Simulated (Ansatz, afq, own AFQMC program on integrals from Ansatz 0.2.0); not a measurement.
Two steps: Ansatz 0.2.0 writes the Fock matrix and Cholesky factors of the valence space, and afq projects on them the lowest state that overlaps trial and start.

```yaml
crystal:
  periodic: [false, false, false]
  atoms:
    - {symbol: Al, position_ang: [0.000000, 0.000000, 1.432992]}
    - {symbol: O, position_ang: [0.000000, 0.000000, -0.241478]}
    - {symbol: H, position_ang: [0.000000, 0.000000, -1.191514]}
basis:
  gaussian: {orbitals: cc-pVDZ}
magnetization: {spin_polarized: false}
correlation: {method: ccsd_t, electrons: outside_noble_gas, hamiltonian_folder: ham}
```

```sh
$ ansatz run in.yaml --threads 1 --pin off --events-out ev --progress --plain --max-ram 1382MiB
```

Options of the walk:

```
--method phaseless --trial cisd --walkers 20 --populations 1 --least-time 40 --time-step 0.05 --steps-per-block 10 --equilibration-blocks 200 --max-blocks 1200 --target-error 0.00076 --factor-cut 0.0001 --seed 2591 --release-times 0.3,0.6,0.9,1.2 --release-step 0.1 --release-every 20 --taylor-order 2
```

Times are imaginary, in 1/Eh. The walk had a cap of 90 s.

```
orbitals 31  electrons 5 5  factors 187 of 353
reference energy -317.40541667 Eh
CCSD correlation -0.25335007 Eh in 10 cycles, weight of the determinant in the CISD state 0.8887
energy of the start -317.658767 Eh
 block  time / (1/Eh)  mean weight  energy / Eh
     1     0.500  1.0483  -317.656288
     2     1.000  1.0177  -317.670129
     3     1.500  1.0537  -317.661790
     4     2.000  1.0535  -317.660947
     5     2.500  1.0380  -317.661578
     7     3.500  1.0075  -317.658721
     9     4.500  1.0274  -317.687137
    12     6.000  0.9780  -317.657507
    34    17.000  0.9740  -317.661300
    56    28.000  1.0717  -317.666971
    78    39.000  0.9998  -317.671565
   100    50.000  0.9753  -317.663206
   122    61.000  1.0296  -317.674328
   144    72.000  1.0005  -317.670489
   166    83.000  0.9588  -317.662353
   188    94.000  0.9980  -317.656124
   210   105.000  0.9949  -317.651600
   221   110.500  1.0072  -317.693728
   232   116.000  0.9790  -317.663877
   254   127.000  1.0350  -317.666467
   276   138.000  1.0268  -317.671516
   298   149.000  1.0143  -317.671316
   320   160.000  1.0038  -317.655303
   342   171.000  1.0235  -317.657452
   364   182.000  1.0231  -317.682964
   386   193.000  1.0334  -317.660550
   408   204.000  0.9985  -317.679894
   430   215.000  1.0449  -317.659547
   441   220.500  1.0142  -317.665295
blocks merged  error / Eh  count
     1  0.000622  250
     2  0.000670  125
     4  0.000735  62
     8  0.000707  31
    16  0.000837  15
energy -317.666769 +/- 0.000735 Eh
(rows thinned)
```

The run passed its tests (sampling time, drift between the halves within three errors, error under three times the target), which doesn't prove that it has relaxed.

Against this walk (error 20.0 meV) on the same determinant: CCSD(T) 63.2 meV higher, CCSDT(Q) 30.1 meV higher (within the noise), a separate phaseless walk with a CISD trial and standard settings 33.3 ± 24.6 meV higher (within the noise). The error is statistical and leaves out the bias of the constraint.

A setting was made bad on purpose (series of the exponential too short), so the walk's energy isn't to be trusted. Here it did no visible harm: the energy meets the surest value within the noise.

Cautions: constraint bias not in the error; so few walkers bias the energy; the time-step error isn't removed.

CCSDT and higher add their correlation energy to the determinant of the CCSD(T) run, since their own runs factorise the integrals more tightly (a shift of under 2 meV). A walk keeps the symmetry of its determinant, which the program's search chose and which needn't be the lowest solution, so a lower state of the same spin and another symmetry isn't excluded.
